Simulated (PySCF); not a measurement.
Excitations are Tamm–Dancoff values on a coarser integration grid. The basis has no diffuse functions, so Rydberg states are missing or too high.

**AlCl3, SMILES `[Cl][Al]([Cl])[Cl]` (charge 0, multiplicity 1)**

The numbers are results of PySCF with CAM-B3LYP-D3(BJ)/def2-TZVP, not measurements.

- HOMO: -10.73 eV
- dipole moment: 0.00 D
- HOMO–LUMO gap: 10.44 eV
- LUMO: -0.29 eV
- S1 excitation (TDA): 6.94 eV
- S1 oscillator strength: 0.000
- T1 excitation (TDA): 6.63 eV
- S1–T1 gap (TDA): 0.31 eV
- total energy: -1623.3480 Ha
- cost: around 50 core-seconds (rough)

```xyz
4

Cl     2.0503    -0.2551    -0.0009
Al     0.0000     0.0000     0.0000
Cl    -0.8042     1.9032     0.0003
Cl    -1.2461    -1.6480     0.0006
```
Charge 0, spin multiplicity 1.
